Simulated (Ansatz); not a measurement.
Lead, fcc: convergence with Methfessel-Paxton smearing

Computed with Ansatz, r²SCAN, scalar-relativistic PAW, on the relaxed cell (a = 4.989 Å; spin not included). Errors count from a run at 500 eV on a Γ-centred 18×18×18 mesh with Fermi-Dirac smearing of 0.1 eV, extrapolated to zero width. Fixed here: cutoff 500 eV, mesh 11×11×11. The SCF starts from atomic densities corrected by a trained network.

```json
{"width (eV)": "0.01", "E(σ→0) error (meV/atom)": "-6.0", "F error (meV/atom)": "-6.0", "P (GPa)": "0.00", "SCF iterations": "5"}
{"width (eV)": "0.03", "E(σ→0) error (meV/atom)": "-6.0", "F error (meV/atom)": "-6.0", "P (GPa)": "0.00", "SCF iterations": "5"}
{"width (eV)": "0.1", "E(σ→0) error (meV/atom)": "-6.2", "F error (meV/atom)": "-6.2", "P (GPa)": "0.00", "SCF iterations": "5"}
{"width (eV)": "0.3", "E(σ→0) error (meV/atom)": "-5.5", "F error (meV/atom)": "-4.6", "P (GPa)": "-0.08", "SCF iterations": "6"}
{"width (eV)": "0.6", "E(σ→0) error (meV/atom)": "-2.5", "F error (meV/atom)": "-1.7", "P (GPa)": "0.04", "SCF iterations": "6"}
{"width (eV)": "1.0", "E(σ→0) error (meV/atom)": "-1.8", "F error (meV/atom)": "-0.1", "P (GPa)": "0.10", "SCF iterations": "6"}
```

What does the run at 0.2 give (width)?

E(σ→0) error (meV/atom): -6.1; F error (meV/atom): -5.6; P (GPa): -0.07; SCF iterations: 6.
